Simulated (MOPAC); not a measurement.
MOPAC input (PM7):

```
PM7 PRECISE GNORM=0.05 LET XYZ UHF MS=0.5 GEO-OK AUX(PRECISION=9) THREADS=1
C3H6Cl

C     0.90001168 1   -0.66433439 1    0.02335932 1
C     2.36193785 1   -0.21789905 1    0.03889303 1
C    -0.02985148 1    0.48153405 1   -0.11870900 1
H     0.66048486 1   -1.21536743 1    0.93914298 1
H     0.74173108 1   -1.38036463 1   -0.79710809 1
H     3.02621892 1   -1.07787422 1    0.13048143 1
Cl   -1.72048215 1    0.22932973 1    0.03836588 1
H     2.62212239 1    0.30829953 1   -0.88178346 1
H     2.55810446 1    0.45311887 1    0.87669814 1
H     0.24694646 1    1.41777863 1   -0.58091097 1
```

From the last part of the output:

```
                                                       MOPAC v23.2.5 Linux

          FINAL HEAT OF FORMATION =          0.13575 KCAL/MOL =       0.56796 KJ/MOL

          COSMO AREA              =        113.47 SQUARE ANGSTROMS
          COSMO VOLUME            =         98.52 CUBIC ANGSTROMS

          GRADIENT NORM           =          0.04941          =       0.01562 PER ATOM
          IONIZATION POTENTIAL    =          9.119131 EV
          ALPHA SOMO LUMO (EV)    =         -9.119  1.280
          BETA  SOMO LUMO (EV)    =        -10.964  0.204
          NO. OF ALPHA ELECTRONS  =         13
          NO. OF BETA  ELECTRONS  =         12
          MOLECULAR WEIGHT        =         77.5334         POINT GROUP:  Cs

          MOLECULAR DIMENSIONS (Angstroms)

            Atom       Atom       Distance
           Cl     7    H     6     4.86861
            H     9    H     5     2.77338
            H     4    H     8     2.72313

          SCF CALCULATIONS        =         42

   ATOM   CHEMICAL          X               Y               Z
  NUMBER   SYMBOL      (ANGSTROMS)     (ANGSTROMS)     (ANGSTROMS)

     1       C          0.87229709  *  -0.64998139  *   0.06640551  *
     2       C          2.33933498  *  -0.22044117  *  -0.00757328  *
     3       C         -0.02458260  *   0.49196100  *  -0.08859400  *
     4       H          0.68111363  *  -1.17409550  *   1.03375215  *
     5       H          0.66570295  *  -1.42288202  *  -0.71267265  *
     6       H          3.01033430  *  -1.07945349  *   0.10869985  *
     7      Cl         -1.68386240  *   0.20445393  *  -0.03074338  *
     8       H          2.57228491  *   0.24978932  *  -0.97035182  *
     9       H          2.58764696  *   0.49907379  *   0.78175186  *
    10       H          0.27685005  *   1.50392685  *  -0.23693478  *

                             CARTESIAN COORDINATES

   1    C        0.872297092    -0.649981389     0.066405512
   2    C        2.339334979    -0.220441174    -0.007573280
   3    C       -0.024582602     0.491960998    -0.088594001
   4    H        0.681113630    -1.174095499     1.033752146
   5    H        0.665702947    -1.422882016    -0.712672652
   6    H        3.010334303    -1.079453491     0.108699850
   7   Cl       -1.683862396     0.204453925    -0.030743380
   8    H        2.572284906     0.249789315    -0.970351820
   9    H        2.587646955     0.499073794     0.781751861
  10    H        0.276850052     1.503926847    -0.236934783

           Empirical Formula: C3 H6 Cl  =    10 atoms

      MOLECULAR POINT GROUP   :   Cs

          ALPHA EIGENVALUES
 -28.84538 -26.25398 -22.55509 -20.19257 -15.93768 -15.62838 -15.26669 -12.99984
 -12.96877 -12.81298 -11.78339 -10.99039  -9.11913   1.28041   3.76584   4.19510
   5.00460   5.49729   5.57551   5.63330   6.07273   6.65929  69.60608  69.60995
  69.69124  69.73830  69.75907

           BETA EIGENVALUES
 -28.70657 -26.12551 -22.42538 -19.91668 -15.68790 -15.49809 -15.12245 -12.89151
 -12.75690 -12.63565 -11.44656 -10.96361   0.20361   1.69123   3.86164   4.41922
   5.09591   5.51921   5.65649   5.73536   6.16024   6.65983  69.59801  69.64790
  69.67486  69.78078  69.79883

              NET ATOMIC CHARGES AND DIPOLE CONTRIBUTIONS

  ATOM NO.   TYPE          CHARGE      No. of ELECS.   s-Pop       p-Pop       d-Pop
    1          C          -0.265049        4.2650     1.04643     3.21862
    2          C          -0.429296        4.4293     1.05148     3.37782
    3          C          -0.169497        4.1695     1.14617     3.02333
    4          H           0.164770        0.8352     0.83523
    5          H           0.164777        0.8352     0.83522
    6          H           0.147339        0.8527     0.85266
    7         Cl          -0.075635        7.0756     1.97865     5.09151     0.00547
    8          H           0.148968        0.8510     0.85103
    9          H           0.148985        0.8510     0.85101
   10          H           0.164638        0.8354     0.83536
 DIPOLE           X         Y         Z       TOTAL
 POINT-CHG.     1.805    -0.287     0.023     1.828
 HYBRID         0.099     0.007    -0.002     0.100
 SUM            1.904    -0.280     0.021     1.925

          ATOMIC ORBITAL ELECTRON POPULATIONS

     Atom    s        px        py        pz      x^2-y^2     xz        z^2       yz        xy
    1  C   1.04643   0.99695   1.05591   1.16575
    2  C   1.05148   1.02939   1.16806   1.18037
    3  C   1.14617   0.85694   1.06299   1.10340
    4  H   0.83523
    5  H   0.83522
    6  H   0.85266
    7 Cl   1.97865   1.18769   1.96859   1.93524   0.00228   0.00058   0.00102   0.00005   0.00154
    8  H   0.85103
    9  H   0.85101
   10  H   0.83536

                    (SZ)    =    0.500000
                    (S**2)  =    0.753320

          ATOMIC ORBITAL SPIN POPULATIONS

    Atom   Total    s     px     py     pz   x^2-y^2  xz     z^2    yz     xy
         Atomic
    1  C -0.0411 -0.006 -0.010 -0.023 -0.003
    2  C  0.0024  0.000  0.002  0.000  0.000
    3  C  0.9731  0.026  0.032  0.047  0.868
    4  H  0.0301  0.030
    5  H  0.0302  0.030
    6  H -0.0007 -0.001
    7 Cl  0.0331  0.001 -0.033  0.001  0.063  0.000  0.000  0.000  0.000  0.000
    8  H -0.0002 -0.000
    9  H -0.0002 -0.000
   10  H -0.0267 -0.027

 **********************
 *                    *
 * JOB ENDED NORMALLY *
 *                    *
 **********************

 == MOPAC DONE ==
```
